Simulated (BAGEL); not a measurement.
**N2 (nitrogen): B3LYP/def2-TZVPPD (density fitting with qzvpp-jkfit)**

What is the energy change on altering one bond length of N2 (nitrogen) at B3LYP/def2-TZVPPD (density fitting with qzvpp-jkfit)? 

The results are computed with BAGEL 1.2.2.

2 further runs of the same task are left out: 2 set aside as unsound or not needed. Runs told in other sessions of the task aren't counted.

## (1) Starting point

N2: 2 atoms, total charge 0, spin state singlet. As SMILES, `N#N`. Geometry: relaxed at PBE0-D4/def2-TZVP.

Bond lengths: N1–N2 1.090 Å.

## (2) The energy at B3LYP/def2-TZVPPD (density fitting with qzvpp-jkfit)

calc.json

```json
{ "bagel" : [

{
  "title" : "molecule",
  "basis" : "def2-tzvppd.json",
  "df_basis" : "qzvpp-jkfit",
  "angstrom" : true,
  "geometry" : [
    { "atom" : "N", "xyz" : [    0.465500,   -0.150300,    0.239800 ] },
    { "atom" : "N", "xyz" : [   -0.465500,    0.150300,   -0.239800 ] }
  ]
},
{ "title" : "ks", "xc_func" : "b3lyp" },
{ "title" : "print", "file" : "orbitals.molden", "orbitals" : true }

]}
```

The basis set def2-TZVPPD is read from a file made from the Basis Set Exchange's data (not shown).

On the command line:

```sh
$ BAGEL_NUM_THREADS=1 BAGEL calc.json > calc.out
```

Output:

```text
* using 1 threads per process

  ===============================================================
  ===============================================================

  *** Geometry ***

  { "atom" : "N", "xyz" : [      0.879668,     -0.284026,      0.453156 ] },
  { "atom" : "N", "xyz" : [     -0.879668,      0.284026,     -0.453156 ] },

  Number of auxiliary basis functions:      154

  Since a DF basis is specified, we compute 2- and 3-index integrals:
    o Being stored without compression. Storage requirement is 0.007 GB

  Number of basis functions:       74
  Number of electrons      :       14

    * METHOD: MOLECULE                             0.04

  *** Kohn-Sham DFT ***

    * Removing 2006 points whose weight is below 1.00e-10
    * Grid points: 27806

  === Nuclear Repulsion ===
    23.7983417694

       - DIIS with orbital gradients will be used.

  === KS iteration (b3lyp / def2-tzvppd.json) ===
      0        -96.06722429          0.20894543           0.05
      1        -97.85954130          0.14110297           0.05
      2       -106.49151141          0.12603660           0.05
      3       -109.25746733          0.03879806           0.04
      4       -109.56585865          0.00840240           0.04
      5       -109.57340840          0.00138289           0.04
      6       -109.57379080          0.00017388           0.04
      7       -109.57379610          0.00000564           0.04
      8       -109.57379611          0.00000041           0.04
      9       -109.57379611          0.00000001           0.04
    * SCF iteration converged.

    * Permanent dipole moment:
           (    0.000000,    -0.000000,     0.000000) a.u.

    * METHOD: KS                                   0.52

    * METHOD: PRINT                                0.01

  ===============================================================
```

It took 0.74 s on 1 thread of Arm Neoverse V2, shared host.

## (3) The distorted shape at the same level

dft.json

```json
{ "bagel": [

{
  "title": "molecule",
  "basis": "def2-tzvppd.json",
  "df_basis": "qzvpp-jkfit",
  "angstrom": true,
  "geometry": [
    { "atom": "N", "xyz": [       1.210296,      -0.390779,       0.623478 ] },
    { "atom": "N", "xyz": [      -0.465500,       0.150300,      -0.239800 ] }
  ]
},

{ "title": "ks", "xc_func": "b3lyp" },

{ "title": "print", "file": "orbitals.molden", "orbitals": true }

]}
```

The basis set def2-TZVPPD is read from a file made from the Basis Set Exchange's data (not shown).

On the command line:

```sh
$ BAGEL_NUM_THREADS=1 BAGEL dft.json > dft.out
```

Output:

```text
* using 1 threads per process

  ===============================================================
  ===============================================================

  *** Geometry ***

  { "atom" : "N", "xyz" : [      2.287128,     -0.738465,      1.178203 ] },
  { "atom" : "N", "xyz" : [     -0.879668,      0.284026,     -0.453156 ] },

  Number of auxiliary basis functions:      154

  Since a DF basis is specified, we compute 2- and 3-index integrals:
    o Being stored without compression. Storage requirement is 0.007 GB

  Number of basis functions:       74
  Number of electrons      :       14

    * METHOD: MOLECULE                             0.03

  *** Kohn-Sham DFT ***

    * Removing 1218 points whose weight is below 1.00e-10
    * Grid points: 28594

  === Nuclear Repulsion ===
    13.2213318193

       - DIIS with orbital gradients will be used.

  === KS iteration (b3lyp / def2-tzvppd.json) ===
      0        -99.10188439          0.14937414           0.05
      1       -101.75437097          0.09341183           0.05
      2       -106.27481162          0.09475020           0.04
      3       -108.94099182          0.02223365           0.04
      4       -109.13806667          0.00580330           0.04
      5       -109.14410560          0.00159038           0.04
      6       -109.14462383          0.00002927           0.04
      7       -109.14462304          0.00009187           0.05
      8       -109.14462403          0.00003057           0.04
      9       -109.14462416          0.00000018           0.04
     10       -109.14462416          0.00000008           0.04
     11       -109.14462416          0.00000002           0.04
     12       -109.14462416          0.00000001           0.04
    * SCF iteration converged.

    * Permanent dipole moment:
           (   -0.000000,     0.000000,    -0.000000) a.u.

    * METHOD: KS                                   0.63

    * METHOD: PRINT                                0.01

  ===============================================================
```

It took 0.83 s on 1 thread of Arm Neoverse V2, shared host.

## (4) What came out

At B3LYP/def2-TZVPPD (density fitting with qzvpp-jkfit):

```
                                                         quantity          value
                                        first shape: total energy  -109.57380 Eh
                                       first shape: dipole moment         0.00 D
                                         first shape: HOMO energy      -11.96 eV
                                         first shape: LUMO energy       -0.85 eV
                                       first shape: HOMO–LUMO gap       11.12 eV
                                    distorted shape: total energy  -109.14462 Eh
                                   distorted shape: dipole moment         0.00 D
                                     distorted shape: HOMO energy       -9.04 eV
                                     distorted shape: LUMO energy       -6.04 eV
                                   distorted shape: HOMO–LUMO gap        3.00 eV
energy change with the N1–N2 bond stretched from 1.090 to 1.961 Å      11.678 eV
```

With the N1–N2 bond stretched from 1.090 to 1.961 Å the energy rises by 11.68 eV (1127 kJ/mol). The first shape isn't relaxed at this level, so the change isn't measured from a minimum. A restricted reference can't describe the breaking bond well at this length.
